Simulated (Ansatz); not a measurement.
# H6Si2: the cost of one run

Computed with Ansatz 0.2.0 (the levels named in each step, unless a step's input says otherwise).

## 1. The starting structure

Bond lengths: Si1–Si2 2.306 Å, Si1–H3 1.466 Å, Si1–H4 1.463 Å, Si1–H5 1.466 Å, Si2–H6 1.466 Å, Si2–H7 1.466 Å, Si2–H8 1.466 Å. Angles: Si1–Si2–H6 112.5°, Si1–Si2–H7 112.5°, Si1–Si2–H8 112.5°, H6–Si2–H7 106.3°, H6–Si2–H8 106.3°, H7–Si2–H8 106.3°, Si2–Si1–H3 112.5°, Si2–Si1–H4 112.7°, Si2–Si1–H5 112.5°, H3–Si1–H4 106.0°, H3–Si1–H5 106.3°, H4–Si1–H5 106.4°.

As a file:

```xyz
8

Si   -1.1466    0.1174   -0.0192
Si    1.1466   -0.1174    0.0192
H    -1.7864   -0.7864   -0.9806
H    -1.5692    1.4683   -0.3911
H    -1.7607   -0.1639    1.2823
H     1.5648   -1.4771    0.3752
H     1.7853    0.7774    0.9897
H     1.7619    0.1762   -1.2790
```

## 2. A rough first relaxation, PBE-D4/def2-SVP

This run stands in another session on the same molecule. It ended at:

```xyz
8

Si   -1.1709    0.1187   -0.0203
Si    1.1698   -0.1198    0.0195
H    -1.7739   -0.8305   -1.0211
H    -1.5453    1.5255   -0.4035
H    -1.7481   -0.1813    1.3373
H     1.5435   -1.5300    0.3909
H     1.7724    0.8205    1.0289
H     1.7482    0.1914   -1.3350
```

## 3. Relaxation, PBE0-D4/def2-TZVPP

This run stands in another session on the same molecule. It ended at:

```xyz
8

Si   -1.1635    0.1177   -0.0202
Si    1.1625   -0.1190    0.0193
H    -1.7605   -0.8184   -1.0098
H    -1.5341    1.5079   -0.3972
H    -1.7350   -0.1796    1.3203
H     1.5328   -1.5115    0.3877
H     1.7588    0.8107    1.0152
H     1.7348    0.1869   -1.3189
```

## 4. Frequencies, PBE0-D4/def2-TZVPP

input.yaml

```yaml
crystal:
  periodic: [false, false, false]
  atoms:
    - { symbol: Si, position_ang: [-1.1635137, 0.11773041, -0.02016344] }
    - { symbol: Si, position_ang: [1.16245129, -0.11904012, 0.0193194] }
    - { symbol: H, position_ang: [-1.76048243, -0.81837135, -1.00975365] }
    - { symbol: H, position_ang: [-1.53407806, 1.50786503, -0.39719257] }
    - { symbol: H, position_ang: [-1.73504384, -0.17964056, 1.32031102] }
    - { symbol: H, position_ang: [1.53282103, -1.51154312, 0.3877078] }
    - { symbol: H, position_ang: [1.75876111, 0.81074264, 1.01524133] }
    - { symbol: H, position_ang: [1.7348246, 0.18687707, -1.31886986] }
basis:
  gaussian: { orbitals: def2-TZVPP }
hamiltonian:
  xc: pbe0
  dispersion: d4
phonons: {}
```

Command:

```sh
ansatz run input.yaml --threads 4 --pin off --max-ram 10240MiB --backend cpu --events-out ev --progress --plain --runs-dir out
```

**Question.** How long does this run take on 4 threads of Arm Neoverse N1, shared host, and how much memory does it need?

About 67 s, with a peak of 0.32 GiB.
